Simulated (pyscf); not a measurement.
One four-centre exchange on the singlet surface with elements of a group swapped. ωB97M-D3(BJ)/def2-TZVP, kcal/mol, from the separated reactants. Single points on ωB97X-D3(BJ)/def2-SVP structures (PySCF, gas phase).

```tsv
step	barrier	reaction energy	imaginary mode (i cm⁻¹)
H₃C–InH–O–SiH₃ + H₂ → H₃C–InH₂ + HO–SiH₃	___	___	1277
H₃C–AlH–O–SiH₃ + H₂ → H₃C–AlH₂ + HO–SiH₃	27.8	+35.7	1272
H₃C–GaH–O–SiH₃ + H₂ -> H₃C–GaH₂ + HO–SiH₃	23.9	+16.6	1331
```

**Question.** Some entries are withheld; supply them.

**Answer.** 
- H₃C–InH–O–SiH₃ + H₂ → H₃C–InH₂ + HO–SiH₃, barrier: 19.2
- H₃C–InH–O–SiH₃ + H₂ → H₃C–InH₂ + HO–SiH₃, reaction energy: +10.3

Row 1: On the product side the descent ends in an adduct with a In–O contact, 13.5 kcal/mol under the separated species and 19.4 kcal/mol under the saddle at ωB97X-D3(BJ)/def2-TZVP. Row 2: On the product side the descent ends in an adduct with a Al–O contact, 22.5 kcal/mol under the separated species and 12.9 kcal/mol under the saddle at ωB97X-D3(BJ)/def2-TZVP. Row 3: On the product side the descent ends in an adduct with a Ga–O contact, 15.0 kcal/mol under the separated species and 19.8 kcal/mol under the saddle at ωB97X-D3(BJ)/def2-TZVP. Each row is the saddle that its search found. Elements up to Kr have no core potential and no relativistic terms here. Elements past Kr carry the def2 core potentials, without spin-orbit coupling.
